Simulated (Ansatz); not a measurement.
A run of Ansatz (development build ahead of 0.2.0) on doublet PO at this shape:

```xyz
2

P     0.0000    0.0000    0.0000
O     0.0000    0.0000    2.3680
```

Its results:

- Converged: yes
- Total energy: -415.98723 hartree
- Spin squared of the determinant: 2.022
- Stability test: minimum

Forces (eV/Å):
```csv
atom,Fx,Fy,Fz
P1,0.000,0.000,2.719
O2,0.000,0.000,-2.719
```

Task: Which input gives this output? Name the method, the orbitals and the basis set, and write the input.

Result: PBE0 (unrestricted) in def2-SVP.

```yaml
crystal:
  periodic: [false, false, false]
  atoms:
    - { symbol: P, position_ang: [0.0, 0.0, 0.0] }
    - { symbol: O, position_ang: [0.0, 0.0, 2.368] }
basis:
  gaussian: { orbitals: def2-SVP }
magnetization:
  spin_polarized: true
  initial_magnetization: 1
hamiltonian:
  xc: pbe0
output:
  forces: true
```

Caution: the unrestricted determinant is a mixture of spin states.
